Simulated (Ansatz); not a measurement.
Relaxation of H6NPSi (9 atoms, charge 0, multiplicity 1), to a largest force component of 0.02 eV/Å in at most 50 steps.

Computed with RKS r2SCAN-D4/def2-SVP (Ansatz).

```xyz
9
Properties=species:S:1:pos:R:3
Si -0.376 0.514 -0.815
N 0.936 -0.218 -0.182
P 0.628 -1.128 1.210
H -1.401 -0.430 -1.135
H 0.003 1.263 -2.070
H -0.910 1.561 0.167
H 1.702 0.475 -0.037
H -0.410 -1.894 0.801
H -0.082 -0.189 2.042
```

**Question.** Where does it end, and by what steps?

**Answer.** The run converged. The force dipped under the threshold on the way, but the program's further checks kept it going. After 11 steps the energy has fallen by 0.697 eV; H7 moved furthest, 0.54 Å.

```json
{"step": "0", "energy less start (eV)": "0.0000", "largest force component (eV/Å)": "3.485", "accepted": "yes"}
{"step": "1", "energy less start (eV)": "-0.5055", "largest force component (eV/Å)": "1.875", "accepted": "yes"}
{"step": "2", "energy less start (eV)": "-0.6498", "largest force component (eV/Å)": "0.710", "accepted": "yes"}
{"step": "3", "energy less start (eV)": "-0.6453", "largest force component (eV/Å)": "1.669", "accepted": "no"}
{"step": "4", "energy less start (eV)": "-0.6845", "largest force component (eV/Å)": "0.377", "accepted": "yes"}
{"step": "5", "energy less start (eV)": "-0.6953", "largest force component (eV/Å)": "0.121", "accepted": "yes"}
{"step": "6", "energy less start (eV)": "-0.6966", "largest force component (eV/Å)": "0.005", "accepted": "yes"}
{"step": "7", "energy less start (eV)": "-0.6968", "largest force component (eV/Å)": "0.056", "accepted": "yes"}
{"step": "8", "energy less start (eV)": "-0.6970", "largest force component (eV/Å)": "0.053", "accepted": "yes"}
{"step": "9", "energy less start (eV)": "-0.6971", "largest force component (eV/Å)": "0.026", "accepted": "yes"}
{"step": "10", "energy less start (eV)": "-0.6971", "largest force component (eV/Å)": "0.020", "accepted": "yes"}
{"step": "11", "energy less start (eV)": "-0.6972", "largest force component (eV/Å)": "0.007", "accepted": "yes"}
```

```xyz
9
Properties=species:S:1:pos:R:3
Si -0.456 0.671 -0.862
N 0.869 -0.085 -0.022
P 0.782 -1.090 1.378
H -1.428 -0.349 -1.368
H 0.110 1.440 -2.010
H -1.214 1.594 0.039
H 1.816 0.060 -0.358
H -0.283 -1.975 0.991
H -0.108 -0.312 2.196
```

Whether the end is a true minimum wasn't checked by a vibrational analysis.

Time of the run: 25 s on 2 threads of AMD EPYC 7R43 64-Core Processor (Zen 3) (shared host), peak memory 0.17 GiB.
